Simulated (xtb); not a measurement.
acetone (C$_{3}$H$_{6}$O), singlet, at a GFN2-xTB geometry; GFN2-xTB run with xtb.

Input for xtb:
```
$ xtb mol.xyz --gfn 2 --chrg 0 --uhf 0 --json

# file mol.xyz
10

O     -0.00202356     0.00502782     1.40163302
C     -0.00028613     0.00071094     0.19819253
C     -0.00598572     1.26596943    -0.62421820
C      0.00777494    -1.27041500    -0.61510003
H      0.00018810     2.13672408     0.02569315
H     -0.00028442    -2.13648476     0.04102096
H     -0.89240581     1.29081337    -1.25420279
H      0.86770223     1.28962202    -1.27163889
H      0.89601009    -1.29976872    -1.24232811
H     -0.86404026    -1.29872071    -1.26485435
```

**Question.** Write the output that xtb gives for this input, abridged.

**Answer.** 
```
   ID    Z sym.   atoms
    1    8 O      1
    2    6 C      2-4
    3    1 H      5-10

           -------------------------------------------------
          |                Calculation Setup                |
           -------------------------------------------------

           -------------------------------------------------
          |                 G F N 2 - x T B                 |
           -------------------------------------------------

          ...................................................
          :                      SETUP                      :
          :.................................................:
          :  # basis functions                  22          :
          :  # atomic orbitals                  22          :
          :  # shells                           14          :
          :  # electrons                        24          :
          :  max. iterations                   250          :
          :  Hamiltonian                  GFN2-xTB          :
          :  restarted?                      false          :
          :  GBSA solvation                  false          :
          :  PC potential                    false          :
          :  electronic temp.          300.0000000     K    :
          :  accuracy                    1.0000000          :
          :  -> integral cutoff          0.2500000E+02      :
          :  -> integral neglect         0.1000000E-07      :
          :  -> SCF convergence          0.1000000E-05 Eh   :
          :  -> wf. convergence          0.1000000E-03 e    :
          :  Broyden damping             0.4000000          :
          :  net charge                          0          :
          :  unpaired electrons                  0          :
          ...................................................

 iter      E             dE          RMSdq      gap      omega  full diag
   1    -13.6585109 -0.136585E+02  0.435E+00    4.89       0.0  T
   2    -13.6978407 -0.393297E-01  0.218E+00    3.81       1.0  T
   3    -13.7037643 -0.592364E-02  0.148E+00    4.31       1.0  T
   4    -13.7068497 -0.308532E-02  0.143E-01    4.09       1.0  T
   5    -13.7068938 -0.441360E-04  0.757E-02    4.11       1.0  T
   6    -13.7069040 -0.102081E-04  0.283E-02    4.10       1.1  T
   7    -13.7069043 -0.352668E-06  0.522E-03    4.10       6.1  T
   8    -13.7069044 -0.486455E-07  0.379E-03    4.10       8.3  T
   9    -13.7069045 -0.950208E-07  0.232E-04    4.10     136.3  T
[...]
         :: total energy             -13.534140671217 Eh    ::
[...]
     4   6 C        3.754    -0.141    23.279     6.880
     5   1 H        0.925     0.066     2.125     2.279
     6   1 H        0.925     0.066     2.125     2.279
     7   1 H        0.925     0.064     2.148     2.292
     8   1 H        0.925     0.064     2.153     2.294
     9   1 H        0.925     0.064     2.148     2.292
    10   1 H        0.925     0.064     2.153     2.294

 Mol. C6AA /au·bohr⁶  :        767.136511
 Mol. C8AA /au·bohr⁸  :      16460.935645
 Mol. α(0) /au        :         41.438818

Wiberg/Mayer (AO) data.
largest (>0.10) Wiberg bond orders for each atom

 ---------------------------------------------------------------------------
     #   Z sym  total        # sym  WBO       # sym  WBO       # sym  WBO
 ---------------------------------------------------------------------------
     1   8 O    2.077 --     2 C    1.874
     2   6 C    3.919 --     1 O    1.874     4 C    1.001     3 C    1.001
     3   6 C    3.995 --     2 C    1.001     5 H    0.984     8 H    0.964
                             7 H    0.963
     4   6 C    3.995 --     2 C    1.001     6 H    0.984    10 H    0.964
                             9 H    0.963
     5   1 H    0.996 --     3 C    0.984
     6   1 H    0.996 --     4 C    0.984
     7   1 H    0.996 --     3 C    0.963
     8   1 H    0.996 --     3 C    0.964
     9   1 H    0.996 --     4 C    0.963
    10   1 H    0.996 --     4 C    0.964
 ---------------------------------------------------------------------------

Topologies differ in total number of bonds
Writing topology from bond orders to xtbtopo.mol

molecular dipole:
                 x           y           z       tot (Debye)
 q only:        0.002      -0.004      -1.117
   full:        0.002      -0.005      -1.345       3.418
molecular quadrupole (traceless):
                xx          xy          yy          xz          yz          zz
 q only:        0.361      -0.017       2.420       0.005      -0.019      -2.781
  q+dip:        1.009      -0.019       2.554       0.007      -0.022      -3.563
   full:        1.710      -0.015       2.305       0.008      -0.023      -4.015

           -------------------------------------------------
          | TOTAL ENERGY              -13.534140671217 Eh   |
          | GRADIENT NORM               0.000048391624 Eh/α |
          | HOMO-LUMO GAP               4.099954953083 eV   |
           -------------------------------------------------

normal termination of xtb
```
